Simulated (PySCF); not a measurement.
fluoromethane cation (CH₃F), SMILES CF (connectivity only; charge and spin as stated), charge +1, multiplicity 2. Atoms are numbered in the order given.

```xyz
5

C      0.0828     0.5663     0.0000
F     -0.0188    -0.7167     0.0000
H      1.0886     0.9794     0.0000
H     -0.7083     1.0367    -0.7247
H     -0.7083     1.0367     0.7247
```
Charge +1, spin multiplicity 2.

Coordinates come from a B3LYP-D3(BJ)/def2-TZVP optimisation. The multiplicity is an assumed one; other spin states were not compared.

The numbers are results of PBE0/pcH-1 (PySCF), not measurements.

Unrestricted Kohn–Sham, ⟨S²⟩ = 0.753. Hyperfine tensors hold the contact and dipolar terms, without spin-orbit corrections.

**Question.** Estimate the hyperfine couplings. (Estimate from the structure and the level; the computed values follow.)

**Answer.** 
| nucleus | A(iso) (MHz) | A(iso) (G) | dipolar principal values (MHz) |
|---|---|---|---|
| 13C no. 1 | -28.1 | -10.0 | -43.1, -37.7, 80.8 |
| 19F no. 2 | 200.6 | 71.6 | -589.2, -573.6, 1162.9 |
| 1H no. 3 | -35.1 | -12.5 | -18.0, -5.8, 23.8 |
| 1H no. 4 | 523.8 | 186.9 | -24.2, -21.8, 46.0 |
| 1H no. 5 | 523.8 | 186.9 | -24.2, -21.8, 46.0 |

**Question.** And the g tensor (effective nuclear charges for spin-orbit coupling, GIAO)? (Estimate from the structure and the level; the computed values follow.)

**Answer.** principal values 2.0021, 2.0088, 2.0165; isotropic 2.0091.
